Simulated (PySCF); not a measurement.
Homolysis of single bonds, series C Cl-H. Isolated molecules, 0 K electronic values unless said otherwise. Strings in code marks are SMILES.

The highest occupied spin orbital from two functionals at the same geometries (PBE0-D3(BJ)/def2-TZVP), both in PySCF: PBE-D3(BJ)/def2-TZVP and TPSSh-D3(BJ)/def2-TZVP. 

| species | PBE-D3(BJ)/def2-TZVP (eV) |
|---|---|
| radical fragment (`[C](Cl)(Cl)Cl`) | -4.98 |
| radical fragment (`Cl[CH]Cl`) | -4.82 |
| radical fragment (`[CH2]Cl`) | -4.85 |
| radical fragment (`[CH3]`) | -5.38 |

Question: What does TPSSh-D3(BJ)/def2-TZVP give for each?

Answer: 
- radical fragment (`[C](Cl)(Cl)Cl`): -5.75
- radical fragment (`Cl[CH]Cl`): -5.57
- radical fragment (`[CH2]Cl`): -5.56
- radical fragment (`[CH3]`): -6.06
Over these rows, drawn at random from the members with no instability flagged (it was tested for open shells, ions and some series alone), PBE minus TPSSh-D3(BJ): mean +0.73 eV, from +0.68 eV to +0.78 eV.
